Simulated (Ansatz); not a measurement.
**One element changed: vertical spin gaps of HOC, HOSi**

Ansatz 0.2.0, basis cc-pVTZ; geometries are PBE0/def2-TZVP minima. Wave-function levels freeze the cores; HF, MP2 and coupled cluster are restricted for singlets and unrestricted otherwise, Kohn–Sham unrestricted where that lies lower. The reference is CCSDT(Q) (coupled cluster only where its series has nearly closed). Semilocal and hybrid functionals correlate all electrons outside any core potential and usually lie nearer their basis limit than the reference, so part of their error here is the reference's basis and frozen-core error; RPA and the MP2 part of double hybrids freeze the same cores as the reference. An error is the level's value less the reference. None of these values is a measured one. Energies are electronic, without zero-point terms. No spin–orbit coupling and no scalar relativity. The species are chosen: bound, without strong static correlation by their natural occupations or amplitudes, in their lowest spin state as far as vertical gaps and like structures tell, and with a ladder that closes on the reference, so errors are smaller than for species at large; levels whose determinant breaks symmetry or spin markedly are left out.

```
      species                               bonds (Å)                        quantity  symmetry of the states  reference  value (kcal/mol)  error HF  error CCSD(T)  error PBE  error r2SCAN  error wB97M-V
 HOC, doublet   C–O 1.265, O–H 0.984, angle at O 114°  quartet less doublet, vertical                A' / A''   CCSDT(Q)              90.0     -29.2           -0.3       -0.7          -9.2            5.7
HOSi, doublet  O–Si 1.650, O–H 0.962, angle at O 119°  quartet less doublet, vertical                A' / A''   CCSDT(Q)              80.1     -23.7           -0.1        0.0          -7.4            9.7
```

The reference falls from C to Si, by 9.9 kcal/mol in all.
